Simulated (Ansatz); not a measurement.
fcc Au, treated with HSE06-D3(BJ) in Ansatz (PAW).

Numerical settings: plane-wave cutoff 460 eV, 14×14×14 k mesh, Fermi–Dirac smearing 0.05 eV, scalar-relativistic PAW data made under PBE.

Computed at the level's own relaxed cell.

Task: What does this level give for the volume per atom, bulk modulus, equilibrium lattice constant a and pressure derivative B′ of the bulk modulus?

Result: 
- volume per atom: 16.69 Å³/atom
- bulk modulus: 182 GPa
- equilibrium lattice constant a: 4.056 Å
- pressure derivative B′ of the bulk modulus: 6.0

Measured, for comparison: equilibrium volume per atom 16.76 Å³/atom, lattice constant a 4.062 Å (static lattice: zero-point anharmonic expansion removed; as tabulated in Mejia-Rodriguez and Trickey (2018), arXiv:1807.09216); bulk modulus 182 GPa (0 K value with the zero-point phonon effect removed, our sources range from 175 to 182; as tabulated in Mejia-Rodriguez and Trickey (2018), arXiv:1807.09216). Computed (rounded) less measured: equilibrium volume per atom -0.4 %, bulk modulus 0.0 % (inside the range of the sources held), lattice constant a -0.1 %.

Spin–orbit coupling is not included; it can shift volumes and moduli of such heavy elements.

The computed numbers hold no vibrational or temperature effects.

Ansatz is an electronic-structure program.
